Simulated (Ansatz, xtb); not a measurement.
Isomers of CH8NSi+ in order of energy

3 gas-phase structures of CH8NSi+, found in a search over its isomers (lower ones may exist). Each was relaxed with GFN2-xTB:

A. `C[SiH2][NH3+]`, a singlet
B. `C[NH2+][SiH3]`, a singlet
C. `[NH3+]C[SiH3]`, a singlet

**Question.** Make a reasoned guess at their ranking by r2SCAN-D4/def2-SVP single-point energy.

**Answer.** Calculated order at r2SCAN-D4/def2-SVP: A (0.000), B (0.777), C (1.277) eV.

Energies above the lowest of each column, in eV; the last columns are at PBE-D3(BJ)/def2-SVP geometries:

| structure | GFN2-xTB | HF/STO-3G | r2SCAN-D4/def2-SVP | PBE-D3(BJ)/def2-SVP | CCSD(T)/def2-TZVP |
| --- | --- | --- | --- | --- | --- |
| A | 0.116 | 0.000 | 0.000 | 0.000 | 0.000 |
| B | 0.000 | 0.489 | 0.777 | 0.754 | 0.749 |
| C | 1.072 | 1.525 | 1.277 | 1.208 | 1.330 |

CCSD(T)/def2-TZVP puts A lowest; GFN2-xTB picks B.

Programs: Ansatz 0.2.0, xtb 6.7.1.
